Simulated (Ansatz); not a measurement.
## Ansatz (development build ahead of 0.2.0) run

```yaml
crystal:
  periodic: [false, false, false]
  atoms:
    - { symbol: O, position_ang: [0.0, 0.0414, 1.39511] }
    - { symbol: H, position_ang: [0.75871, -0.28088, 1.89026] }
    - { symbol: H, position_ang: [-0.75871, -0.28088, 1.89026] }
basis:
  gaussian: { orbitals: cc-pVTZ }
hamiltonian:
  xc: hf
correlation:
  method: mp2
  frozen_orbitals: { H: 0, O: 1 }
```

The input is written out in the form of the current development build from the run's settings.

Output:

```json
{
  "Converged": "yes",
  "Reference energy": "-76.05682 hartree",
  "Correlation energy": "-0.26181 hartree",
  "Total energy": "-76.31863 hartree",
  "Spin squared of the determinant": "0.000",
  "Stability test": "minimum among restricted orbitals",
  "Occupied orbitals by symmetry in an Abelian subgroup (alpha; beta)": "3 A1 1 B1 1 B2; 3 A1 1 B1 1 B2"
}
```
